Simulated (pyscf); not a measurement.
`[O]=[Ru](=[O])(=[O])=[O]` + `[H][H]` -> `[O]=[Ru](=[O])([OH])[OH]` [singlet] (addition across a multiple bond or ene-type step; singlet surface; H–H broken, H–O, H–O formed). Structures and frequencies: ωB97X-D3(BJ)/def2-SVP in PySCF. Energies in kcal/mol from the separated reactants.

```json
[
 {"level": "ωB97X-D3(BJ)/def2-TZVP", "barrier": "13.3", "reaction energy": "-71.5"},
 {"level": "PBE/def2-TZVP", "barrier": "10.0", "reaction energy": "-38.2"},
 {"level": "r²SCAN/def2-TZVP", "barrier": "[?]", "reaction energy": "[?]"},
 {"level": "B3LYP-D3(BJ)/def2-TZVP", "barrier": "11.3", "reaction energy": "-58.3"},
 {"level": "PBE0-D3(BJ)/def2-TZVP", "barrier": "[?]", "reaction energy": "-62.9"},
 {"level": "ωB97M-D3(BJ)/def2-TZVP", "barrier": "12.6", "reaction energy": "-74.5"}
]
```

Question: Complete the blanks.

Answer: 
- r²SCAN/def2-TZVP, barrier: 11.8
- r²SCAN/def2-TZVP, reaction energy: -43.3
- PBE0-D3(BJ)/def2-TZVP, barrier: 10.6

The functionals in the table span 3.3 kcal/mol in this barrier, from PBE to ωB97X-D3(BJ)/def2-TZVP. On the product side the descent ends in a point that may be a rotor saddle (no frequency run), 3.7 kcal/mol over the lowest minimum found and 81.1 kcal/mol under the saddle at ωB97X-D3(BJ)/def2-TZVP. One saddle was located; it need not be the lowest between these sides. Elements past Kr carry the def2 core potentials, without spin-orbit coupling.
